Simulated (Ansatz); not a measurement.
Input file:

```yaml
crystal:
  periodic: [false, false, false]
  atoms:
    - {symbol: Si, position_ang: [0.000000, 0.000000, 0.000000]}
    - {symbol: Cl, position_ang: [0.000000, 0.000000, 2.305000]}
basis:
  gaussian: {orbitals: 6-31G}
magnetization: {spin_polarized: false, initial_magnetization: 3}
correlation: {method: fci, electrons: outside_noble_gas}
```

```sh
$ ansatz run in.yaml --threads 1 --pin off --events-out ev --progress --plain --max-ram 2393MiB
```

The program prints:

```
495 factors; integrals over basis functions are off by at most 5.8e-8 eV
mean field evaluation 1: about -20360.5567 eV, gradient 7.1e0 eV
mean field evaluation 2: about -20360.5593 eV, gradient 7.1e0 eV
mean field evaluation 4: about -20361.2946 eV, gradient 1.8e0 eV
mean field evaluation 8: about -20361.4130 eV, gradient 3.0e-1 eV
mean field evaluation 16: about -20360.2242 eV, gradient 5.9e-2 eV
mean field evaluation 32: about -20360.2261 eV, gradient 2.7e-4 eV
mean field -20361.41646214 eV, -748.2682535198 hartree, gradient 7.3e-6 eV, S^2 3.750000; 5 other end points of the search recorded, 0 dependent functions left out
mean field evaluation 64: about -20360.3087 eV, gradient 5.7e-1 eV
determinant -20361.41646214 eV, -748.2682535198 hartree, with singles and doubles -20363.38657734 eV, -748.3406539179 hartree
determinant -20360.22605870 eV, -748.2245070003 hartree, with singles and doubles -20361.80137610 eV, -748.2823988470 hartree
10 core orbitals not correlated: weight in the atoms' cores, before any rotation towards them, 1.000 or more for the frozen orbitals, at most 0.000 for the correlated occupied ones
reference -20361.41646214 eV, -748.2682535198 hartree; 7, 4 occupied and 9, 12 virtual orbitals, 495 factors
state -20363.43589620 eV, -748.3424663528 hartree
Total energy: -20363.43589620 eV, -748.3424663528 hartree
```

Ran on 1 thread of Arm Neoverse N1, shared host: 4.2 min wall, 0.7 GiB peak host memory.
